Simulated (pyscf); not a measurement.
A first-order saddle from PySCF, ωB97X-D3(BJ)/def2-SVP:

```xyz
9

Zn    -1.0845    -1.0069     0.6794
H     -0.2669     0.4077     1.6455
H     -1.3413    -2.5169     0.8112
C     -0.6103     0.9238    -1.5774
O     -1.2118     0.6593    -0.3356
H     -0.8081     1.9642    -1.8902
H      0.4898     0.7844    -1.5516
H     -1.0154     0.2561    -2.3593
H     -0.5741     0.7966     0.7721
```

Surface: singlet, charge 0. Lowest wavenumbers (cm⁻¹): 1210i, 107, 150, 213, 440.

Problem. Name the species on either side of this saddle.

Solution. `[ZnH2]` + `[CH3][OH]` ⇌ `[CH3][O][ZnH]` + `[H][H]`, a four-centre exchange read from left to right: H–Zn, H–O broken and O–Zn, H–H formed. At ωB97M-D3(BJ)/def2-TZVP it lies +17.1 kcal/mol from the left side and +20.9 kcal/mol from the right (each side as separated species at their lowest minima found). On the reactant side the descent ends in an adduct with a O–Zn contact (not fully relaxed), 10.5 kcal/mol under the separated species and 26.0 kcal/mol under the saddle at ωB97X-D3(BJ)/def2-TZVP. What is counted as formed (O–Zn) is already present as a longer contact in the reactant adduct; forming that adduct is a step of its own. At the saddle there is also a short H–Zn contact that neither side keeps. This is the saddle that the search found; another between the same sides may lie lower. Elements up to Kr have no core potential and no relativistic terms here.
